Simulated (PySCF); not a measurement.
Diamond-structure Si: PBE at its full settings () and at cheaper ones, in a cell of 2 atoms.

| level and setting | lattice parameter a (Å) | bulk modulus B0 (GPa) | band gap (eV) |
|---|---|---|---|
| PBE (PySCF) | 5.481 | 89.7 | 0.57 |
| PBE/6-31G* (PySCF) | 5.501 | 89.2 | 0.76 |
| PBE/GTH-DZVP (PySCF) | [?] | 84.4 | 0.76 |
| PBE/GTH-SZV (PySCF) | 5.651 | 71.3 | 2.55 |
| PBE/STO-3G (PySCF) | 5.279 | 154 | 2.65 |

Task: Estimate the withheld entries.

Result: 
- PBE/GTH-DZVP (PySCF), lattice parameter a (Å): 5.520

Largest shifts from the full settings: lattice constant a -3.69 % (PBE/STO-3G), against a difference of +1.11 % of the full result from the reference 5.421 Å (measured, static lattice: zero-point anharmonic expansion removed; as tabulated in Mejia-Rodriguez and Trickey (2018), arXiv:1807.09216); bulk modulus +72 % (PBE/STO-3G), against a difference of -11.2 % of the full result from the reference 101 GPa (measured, 0 K value with zero-point phonon effects removed; as tabulated in Sun et al. (2011), doi:10.1103/physrevb.84.035117); band gap +2.08 eV (PBE/STO-3G), against a difference of -0.66 eV of the full result from the reference 1.23 eV (measured, zero-point renormalisation of 0.06 eV added back here (the table's ZPR column); inputs from Chen et al. (2018), doi:10.1103/physrevmaterials.2.073803).

The full settings aren't shown to be converged themselves.

Density-functional gaps are differences of (generalised) Kohn–Sham levels.

Cells: PBE at the level's own equilibrium cell for 2 of them, at the measured cell for 1 of them; PBE/6-31G* at the level's own equilibrium cell for 2 of them, at the measured cell for 1 of them; PBE/GTH-DZVP at the level's own equilibrium cell for 2 of them, at the measured cell for 1 of them; PBE/GTH-SZV at the level's own equilibrium cell for 2 of them, at the measured cell for 1 of them; PBE/STO-3G at the level's own equilibrium cell for 2 of them, at the measured cell for 1 of them.

Run with cheap settings on purpose, which may leave them unconverged: PBE/6-31G*, PBE/GTH-DZVP, PBE/GTH-SZV, PBE/STO-3G.
